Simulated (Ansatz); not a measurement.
**C2HF2 (SMILES [CH]=C(F)F) at 6 levels**

We compute a comparison of 6 runs (UHF/STO-3G, U-r2SCAN/aug-cc-pVDZ, UB2PLYP/aug-cc-pVDZ, UBLYP/aug-cc-pVDZ, RPA@PBE0/aug-cc-pVDZ, UMP2/aug-cc-pVDZ) of C2HF2. 

The results are computed with Ansatz 0.2.0.

39 further runs of the same task are left out: 39 set aside as unsound or not needed.

### Step 1. The system as given

The species is C2HF2 (5 atoms), meant as a doublet with charge 0. SMILES: `[CH]=C(F)F`. One bond was lengthened or shortened from a relaxed shape.

Bond lengths: C1–C2 1.496 Å, C2–F3 1.313 Å, C2–F4 1.320 Å, C1–H5 1.072 Å. Angles: C1–C2–F3 125.0°, C1–C2–F4 125.4°, F3–C2–F4 109.6°, C2–C1–H5 140.6°.

### Step 2. The energy at UHF/STO-3G (run 1)

job.yaml reads:

```yaml
crystal:
  periodic: [false, false, false]
  atoms:
    - symbol: C
      position_ang: [-0.056970, 1.104523, -0.035825]
    - symbol: C
      position_ang: [0.163600, -0.366100, 0.124600]
    - symbol: F
      position_ang: [1.043800, -0.911700, 0.932500]
    - symbol: F
      position_ang: [-0.492600, -1.313200, -0.520300]
    - symbol: H
      position_ang: [-0.665370, 1.796323, -0.584325]
basis:
  gaussian: {orbitals: STO-3G}
magnetization: {spin_polarized: true, initial_magnetization: 1}
hamiltonian: {xc: hf}
accuracy: high
output: {orbitals: {seedname: orbitals}}
```

Started as:

```bash
$ ansatz run job.yaml --threads 1 --pin off --max-ram 3480MiB --events-out events.jsonl --progress --plain --runs-dir runs
```

The log of the run:

```text
Warning: RAYON_NUM_THREADS=1 ignored (pool sized by the plan → 1); use --threads N
Functional definition: HF
  name "HF"
  exchange = exact_x
  correlation = 0
390 factors; integrals over basis functions are off by at most 3.1e-8 eV
mean field evaluation 1: about -7376.1559 eV, gradient 2.4e1 eV
mean field evaluation 2: about -7376.2786 eV, gradient 2.4e1 eV
mean field evaluation 4: about -7380.4146 eV, gradient 2.5e0 eV
mean field evaluation 8: about -7380.7749 eV, gradient 4.3e-1 eV
mean field evaluation 16: about -7382.3011 eV, gradient 2.8e-2 eV
mean field evaluation 32: about -7381.5648 eV, gradient 1.4e0 eV
mean field evaluation 64: about -7383.4309 eV, gradient 4.9e-1 eV
mean field -7383.43590267 eV, -271.3362647506 hartree, gradient 1.5e-8 eV, S^2 1.444700; 1 other end points of the search recorded, 0 dependent functions left out
reference -7383.43590267 eV, -271.3362647506 hartree; 16, 15 occupied and 5, 6 virtual orbitals, 390 factors
Total energy: -7383.43590267 eV, -271.3362647506 hartree
```

Run time: 0.36 s. Hardware: 1 thread of Arm Neoverse V2, shared host.

### Step 3. The energy at U-r2SCAN/aug-cc-pVDZ (run 2)

run.yaml reads:

```yaml
crystal:
  periodic: [false, false, false]
  atoms:
    - {symbol: C, position_ang: [-0.056970, 1.104523, -0.035825]}
    - {symbol: C, position_ang: [0.163600, -0.366100, 0.124600]}
    - {symbol: F, position_ang: [1.043800, -0.911700, 0.932500]}
    - {symbol: F, position_ang: [-0.492600, -1.313200, -0.520300]}
    - {symbol: H, position_ang: [-0.665370, 1.796323, -0.584325]}
basis:
  gaussian: {orbitals: aug-cc-pVDZ}
magnetization: {spin_polarized: true, initial_magnetization: 1}
hamiltonian: {xc: {name: r2SCAN}}
accuracy: high
output: {orbitals: {seedname: orbitals}}
```

Started as:

```bash
$ ansatz run run.yaml --threads 1 --pin off --max-ram 3480MiB --events-out events.jsonl --progress --plain --runs-dir runs
```

The log of the run:

```text
Warning: RAYON_NUM_THREADS=1 ignored (pool sized by the plan → 1); use --threads N
Functional definition: r2SCAN
  name "r2SCAN"
  parameter k0 = 0.174
  parameter k1 = 0.065
  parameter a1 = 4.9479
  exchange = r2scan_x(k0 = k0, k1 = k1, a1 = a1)
  correlation = r2scan_c
1998 factors; integrals over basis functions are off by at most 2.3e-9 eV
mean field evaluation 1: about -7513.4221 eV, gradient 2.8e1 eV
mean field evaluation 2: about -7503.2298 eV, gradient 4.6e1 eV
mean field evaluation 4: about -7517.2821 eV, gradient 2.4e0 eV
mean field evaluation 8: about -7517.3112 eV, gradient 3.6e-1 eV
mean field evaluation 16: about -7517.3198 eV, gradient 2.6e-3 eV
mean field evaluation 32: about -7517.3198 eV, gradient 7.0e-8 eV
mean field -7517.31976639 eV, -276.2564059927 hartree, gradient 7.0e-8 eV, S^2 0.802366; 4 other end points of the search recorded, 0 dependent functions left out
reference -7517.31977717 eV, -276.2564063888 hartree; 16, 15 occupied and 85, 86 virtual orbitals, 1998 factors
Total energy: -7517.31977717 eV, -276.2564063888 hartree
```

It took 22 s on 1 thread of Arm Neoverse V2, shared host; peak memory 0.41 GiB.

Runs 3 to 5 aren't shown in full; the table further down has their settings and results.

### Step 4. The energy at UMP2/aug-cc-pVDZ (run 6)

run.yaml, as its differences from that of step 3:

```diff
@@ -1 +1,3 @@
+basis:
+  gaussian: {orbitals: aug-cc-pVDZ}
 crystal:
@@ -8,7 +10,4 @@
     - {symbol: H, position_ang: [-0.665370, 1.796323, -0.584325]}
-basis:
-  gaussian: {orbitals: aug-cc-pVDZ}
+correlation: {method: mp2, frozen_orbitals: {C: 1, F: 1, H: 0}}
 magnetization: {spin_polarized: true, initial_magnetization: 1}
-hamiltonian: {xc: {name: r2SCAN}}
 accuracy: high
-output: {orbitals: {seedname: orbitals}}
```

Started as:

```bash
$ ansatz run run.yaml --threads 1 --pin off --max-ram 3480MiB --events-out events.jsonl --progress --plain --runs-dir runs
```

The log of the run, cut to the lines that bear on the results:

```text
Warning: RAYON_NUM_THREADS=1 ignored (pool sized by the plan → 1); use --threads N
[... 2 set-up lines as earlier in the session ...]
[...]
1998 factors; integrals over basis functions are off by at most 2.3e-9 eV
[...]
mean field -7485.80767905 eV, -275.0983581426 hartree, gradient 3.7e-8 eV, S^2 1.291659; 3 other end points of the search recorded, 0 dependent functions left out
4 core orbitals not correlated: weight in the atoms' cores, before any rotation towards them, 1.000 or more for the frozen orbitals, at most 0.000 for the correlated occupied ones
reference -7485.80767905 eV, -275.0983581426 hartree; 12, 11 occupied and 85, 86 virtual orbitals, 1998 factors
second order -16.71315903 eV of doubles, -0.00000000 eV of singles
Total energy: -7502.52083808 eV, -275.7125554083 hartree
```

It took 7.5 s on 1 thread of Arm Neoverse V2, shared host; peak memory 0.31 GiB.

### Step 5. The series

| run | level | frozen core orbitals | energy (Eh) | HOMO energy (eV) | LUMO energy (eV) | ⟨S²⟩ | wall time |
| --- | --- | --- | --- | --- | --- | --- | --- |
| 1 | UHF/STO-3G | – | -271.336265 | -7.43 | 7.77 | 1.445 | 0.36 s |
| 2 | U-r2SCAN/aug-cc-pVDZ | – | -276.256406 | -6.15 | -3.45 | 0.802 | 22 s |
| 3 | UB2PLYP/aug-cc-pVDZ | 4 | -276.162653 | -8.22 | -1.35 | 0.935 | 16 s |
| 4 | UBLYP/aug-cc-pVDZ | – | -276.343933 | -5.88 | -4.30 | 0.764 | 9.6 s |
| 5 | RPA@PBE0/aug-cc-pVDZ | 4 | -275.960630 | – | – | 0.803 | 20 s |
| 6 | UMP2/aug-cc-pVDZ | 4 | -275.712555 | – | – | 1.292 | 7.5 s |

### Step 6. Results

| quantity | value |
| --- | --- |
| run 6: total energy | -275.71256 Eh |
| run 6: correlation energy (4 core orbitals frozen) | -614.2 mEh |
| run 6: ⟨S²⟩ of the reference determinant | 1.292 |

Totals of different functionals can't be ranked against each other. In run 1 the basis is minimal, so the values are rough. Spin contamination of the reference: run 1 ⟨S²⟩ = 1.44, run 6 ⟨S²⟩ = 1.29, run 3 ⟨S²⟩ = 0.94. Where it is this large, the reference is a mixture of spin states, and values that rest on it are in doubt. All runs together took 75 s, the longest 22 s.
